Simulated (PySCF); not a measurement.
**How methods differ on the electron affinity of Cl**

Cl⁻ [Ar] (1S) → Cl [Ne] 3s2 3p5 (2P), as a difference of total energies. Calculation: PySCF 2.14, in x2c-TZVPPall with one added diffuse shell each of s, p, d type (6s6p4d1f, 51 functions); scalar relativity by spin-free X2C-1e. Correlated levels: valence: [Ne] frozen; valence and next inner shell: 1s2 frozen. The calculations carry no spin-orbit coupling.

```csv
method,electron affinity (eV),plus first-order spin-orbit estimate,error of that sum (eV)
UHF,2.371,2.335,-1.278
LDA,3.925,3.889,+0.276
PBE,3.641,3.605,-0.008
PBE0,3.560,3.524,-0.089
r2SCAN,3.617,3.581,-0.032
PBEsol,3.661,3.625,+0.012
r2SCAN0,3.546,3.510,-0.103
LC-wPBE,3.563,3.527,-0.086
BP86,3.763,3.727,+0.114
MP2 (valence),3.580,3.544,-0.069
SCS-MP2 (valence),3.479,3.443,-0.170
MP2 (valence and next inner shell),3.588,3.552,-0.061
SCS-MP2 (valence and next inner shell),3.485,3.449,-0.164
```

Reference: 3.613 eV (measured; photodetachment measurements, as compiled on the Wikipedia data page of electron affinities).

A first-order spin-orbit estimate (lowest level to lowest level, LS coupling) adds -0.036 eV.

Errors of the correlated levels include the incompleteness of this basis and the frozen core.

In the anion the highest occupied orbital energy is positive at LDA, PBE, r2SCAN, PBEsol, BP86, a self-interaction effect; the basis confines that electron, and the energy difference can still be sensible.
